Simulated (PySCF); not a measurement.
Dithiane, C4H8S2.
Atom-mapped SMILES: `[CH2:1]1[CH2:2][CH2:3][S:4][S:5][CH2:6]1` (hydrogens: H7, H8 on C1; H9, H10 on C2; H11, H12 on C3; H13, H14 on C6)

The same species was optimised twice, with GFN2-xTB and with PBE0-D3(BJ)/def2-SVP (PySCF), and the same property calculations (PySCF, gas phase) were run on both structures.

```csv
coordinate,GFN2-xTB,PBE0-D3(BJ)/def2-SVP,change
S4–S5 (Å),2.037,2.073,+0.036
S5–C6 (Å),1.830,1.819,-0.011
C3–S4 (Å),1.830,1.819,-0.011
C1–C2 (Å),1.531,1.529,-0.002
C2–C3 (Å),1.522,1.523,+0.001
C1–C6 (Å),1.522,1.523,+0.001
C2–C3–S4 (°),110.9,112.7,+1.8
C1–C2–C3 (°),113.3,115.0,+1.7
C2–C1–C6 (°),113.3,115.0,+1.7
C1–C6–S5 (°),110.9,112.6,+1.7
S4–S5–C6 (°),98.0,98.5,+0.5
C3–S4–S5 (°),97.9,98.4,+0.5
```

Rotational constants: A = 3009, B = 2695, C = 1603 MHz (GFN2-xTB) against A = 2945, B = 2678, C = 1570 MHz (PBE0-D3(BJ)/def2-SVP). Point groups within 0.08 Å: C2 and C2.

On the GFN2-xTB structure: lowest singlet, TDDFT (eV) 4.38 [CAM-B3LYP/def2-SVPD]; lowest triplet, Tamm–Dancoff (eV) 3.74 [CAM-B3LYP/def2-SVPD]; isotropic polarisability (au) 85.0 [CAM-B3LYP/def2-SVPD]; HOMO (eV) -7.59 [CAM-B3LYP/def2-SVPD]; LUMO (eV) 0.53 [CAM-B3LYP/def2-SVPD]; dipole (D) 2.82 [CAM-B3LYP/def2-SVPD]; HOMO (eV) -6.34 [PBE0/pcSseg-1]; LUMO (eV) -0.22 [PBE0/pcSseg-1]; dipole (D) 2.84 [PBE0/pcSseg-1]; GIAO shielding of C1/C2 (mean) (ppm) 153.9 [PBE0/pcSseg-1]; GIAO shielding of C3/C6 (mean) (ppm) 144.3 [PBE0/pcSseg-1]; GIAO shielding of S4/S5 (mean) (ppm) 438.1 [PBE0/pcSseg-1].

**Question.** What do these properties become on the PBE0-D3(BJ)/def2-SVP structure?

**Answer.** 
```csv
property,level,on GFN2-xTB,on PBE0-D3(BJ)/def2-SVP,change
"lowest singlet, TDDFT (eV)",CAM-B3LYP/def2-SVPD,4.38,4.19,-0.19
"lowest triplet, Tamm–Dancoff (eV)",CAM-B3LYP/def2-SVPD,3.74,3.53,-0.21
isotropic polarisability (au),CAM-B3LYP/def2-SVPD,85.0,86.3,+1.3
HOMO (eV),CAM-B3LYP/def2-SVPD,-7.59,-7.59,0.00
LUMO (eV),CAM-B3LYP/def2-SVPD,0.53,0.39,-0.14
dipole (D),CAM-B3LYP/def2-SVPD,2.82,2.84,+0.02
"energy, GFN2-xTB geometry as zero (kcal/mol)",CAM-B3LYP/def2-SVPD,0.0,-1.1,-1.1
HOMO (eV),PBE0/pcSseg-1,-6.34,-6.34,0.00
LUMO (eV),PBE0/pcSseg-1,-0.22,-0.45,-0.23
dipole (D),PBE0/pcSseg-1,2.84,2.86,+0.02
"energy, GFN2-xTB geometry as zero (kcal/mol)",PBE0/pcSseg-1,0.0,-0.9,-0.9
GIAO shielding of C1/C2 (mean) (ppm),PBE0/pcSseg-1,153.9,154.9,+1.0
GIAO shielding of C3/C6 (mean) (ppm),PBE0/pcSseg-1,144.3,146.1,+1.8
GIAO shielding of S4/S5 (mean) (ppm),PBE0/pcSseg-1,438.1,427.7,-10.4
```

The heavy atoms differ by 0.025 Å rms after alignment. Among bonds between heavy atoms S4–S5 changes most (+0.036 Å). Changes are differences of the printed values. Neither structure is proved a minimum here.
